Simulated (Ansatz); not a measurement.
Single points on the cluster Li2O.

```yaml
crystal:
  periodic: [false, false, false]
  atoms:
    - {symbol: Li, position_ang: [-1.353023, 0.212639, -0.858030]}
    - {symbol: Li, position_ang: [1.353775, -0.210390, 0.857391]}
    - {symbol: O, position_ang: [-0.000752, -0.002249, 0.000629]}
basis:
  gaussian: {orbitals: 6-31G}
hamiltonian: {xc: hf}
scf: {omitted_lower_state_checks: [starts]}
output: {orbitals: {seedname: orbitals}}
```

The file start.molden holds the orbitals of an earlier run on this structure, at another level or in another basis.

```sh
$ ansatz run in.yaml --threads 4 --pin off --events-out ev --progress --plain --max-ram 3916MiB
```

It prints (some lines left out):

```
Functional definition: HF
  name "HF"
  cite "Fock, Z. Phys. 61, 126 (1930) doi:10.1007/BF01340294"
  parent pbe
  exchange = exact_x
  correlation = 0
these checks for a lower state are left out or cut short: starts
327 factors; integrals over basis functions are off by at most 1.4e-4 eV
mean field evaluation 1: about -2434.5723 eV, gradient 6.1e1 eV
mean field evaluation 2: about -2434.6060 eV, gradient 6.1e1 eV
mean field evaluation 4: about -2442.4233 eV, gradient 6.7e0 eV
mean field evaluation 8: about -2442.5579 eV, gradient 6.8e-2 eV
mean field -2442.55790000 eV, -89.7623471998 hartree, gradient 5.6e-5 eV, S^2 0.000000; 0 other end points of the search recorded, 0 dependent functions left out
reference -2442.55790000 eV, -89.7623471998 hartree; 7, 7 occupied and 20, 20 virtual orbitals, 327 factors
Total energy: -2442.55790000 eV, -89.7623471998 hartree
Checks for a lower state left out: starts
```

As the first input, with `gaussian: {orbitals: def2-SVP, initial_orbitals: start.molden}`, `hamiltonian: {xc: pbe, dispersion: d4}` (abridged; 0.2 s):

```
Functional definition: PBE
mean field -2451.93298871 eV, -90.1068753553 hartree, gradient 2.2e-5 eV, S^2 0.000000
Total energy: -2451.95360994 eV, -90.1076331715 hartree
Checks for a lower state left out: starts
```

As the first input, with `gaussian: {orbitals: def2-SVP, initial_orbitals: start.molden}`, `hamiltonian: {xc: pbe0, dispersion: d4}` (abridged; 0.2 s):

```
Functional definition: PBE0
mean field -2451.87625454 eV, -90.1047904129 hartree, gradient 5.2e-6 eV, S^2 0.000000
Total energy: -2451.89341004 eV, -90.1054208661 hartree
Checks for a lower state left out: starts
```

The first input with `gaussian: {orbitals: def2-TZVP, initial_orbitals: start.molden}`, `hamiltonian: {xc: {name: B3LYP}, dispersion: d4}` (abridged; 0.25 s):

```
Functional definition: B3LYP
mean field -2458.59840279 eV, -90.3518248046 hartree, gradient 1.8e-5 eV, S^2 0.000000
Total energy: -2458.63302740 eV, -90.3530972358 hartree
Checks for a lower state left out: starts
```

As the first input, with `gaussian: {orbitals: def2-TZVP, initial_orbitals: start.molden}`, `hamiltonian: {xc: {text: "exchange = 0.85*pbe_x + 0.15*exact_x\ncorrelation = pbe_c"}}` (abridged; 0.2 s):

```
Functional definition: unnamed
mean field -2454.69492526 eV, -90.2083746514 hartree, gradient 5.7e-6 eV, S^2 0.000000
Total energy: -2454.69496668 eV, -90.2083761736 hartree
Checks for a lower state left out: starts
```

The first input with `gaussian: {orbitals: def2-TZVP, initial_orbitals: start.molden}`, `hamiltonian: {xc: {name: r2SCANh}, dispersion: d4}` (abridged; 0.5 s):

```
Functional definition: r2SCANh
mean field -2456.50422573 eV, -90.2748652172 hartree, gradient 6.4e-5 eV, S^2 0.000000
Total energy: -2456.50875121 eV, -90.2750315254 hartree
Checks for a lower state left out: starts
```

The first input with `gaussian: {orbitals: def2-TZVPD, initial_orbitals: start.molden}`, `hamiltonian: {xc: pbe, dispersion: d4}` (abridged; 0.25 s):

```
Functional definition: PBE
mean field -2454.78379794 eV, -90.2116406622 hartree, gradient 1.3e-5 eV, S^2 0.000000
Total energy: -2454.80441037 eV, -90.2123981550 hartree
Checks for a lower state left out: starts
```

Geometry: r2SCAN-D4/def2-TZVP.

B3LYP takes the VWN-RPA correlation. The structure comes from a short search, and lower isomers may exist.
